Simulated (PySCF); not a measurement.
S2, SMILES S=S (connectivity only; charge and spin as stated), neutral, multiplicity 3.

The structure is a stationary point at PBE-D3(BJ)/def2-TZVPD.

The numbers are results of PBE/def2-TZVPD (PySCF), not measurements.

```
Item                                                              Result
-----------------------------------------------  -----------------------
total energy                                          -796.06205 hartree
point group                                                          D∞h
α spin, highest occupied and lowest empty level       -5.88 and -1.44 eV
β spin, highest occupied and lowest empty level       -8.27 and -4.58 eV
dipole moment                                                     0.00 D
mean static polarisability                          41.7 bohr³ (6.18 Å³)
polarisability, principal values                  32.6, 32.6, 59.9 bohr³
⟨S²⟩                                             2.005 (pure state 2.00)
```
